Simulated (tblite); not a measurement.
# C2H5NO: the cost of one run

Programs: tblite 0.8.0 and PySCF 2.14.0. All values are calculated, for the isolated system unless a continuum is named. Atoms count from 0, parts from 1.

## Step 1: The system as given

9 atoms, charge 0, multiplicity 1; geometry: rigid parts in contact. Parts: 1 = atoms 0–5, `CO`, charge 0; 2 = atoms 6–8, `C#N`, charge 0.

## Step 2: Search for minima with GFN2-xTB

The job: settings as JSON, then the geometry in Å.

```
{"job": {"kind": "dock", "xc": "GFN2-xTB", "basis": "xTB"}, "charge": 0, "multiplicity": 1, "parts": [{"atoms": "0-5", "charge": 0, "multiplicity": 1}, {"atoms": "6-8", "charge": 0, "multiplicity": 1}]}
C     -0.359302    -0.030242     0.042036
O      0.892643    -0.208682    -0.573145
H     -0.389475    -0.484072     1.038604
H     -1.090093    -0.526750    -0.593586
H     -0.622966     1.029807     0.125031
H      1.569193     0.219939    -0.038940
C      1.328047    -1.079402    -3.099256
N      2.323039    -0.839904    -3.596125
H      0.402319    -1.302290    -2.636896
```

Method: GFN2-xTB search for minima from random contacts, gas phase.

Started as:

```console
> OMP_NUM_THREADS=1 python cluster_run.py task.json out
```

One launch serves the whole session: the jobs run in the order shown.

Q: Estimate the wall time of this first job on 1 thread of Arm Neoverse N1, shared host.

About 12 s.
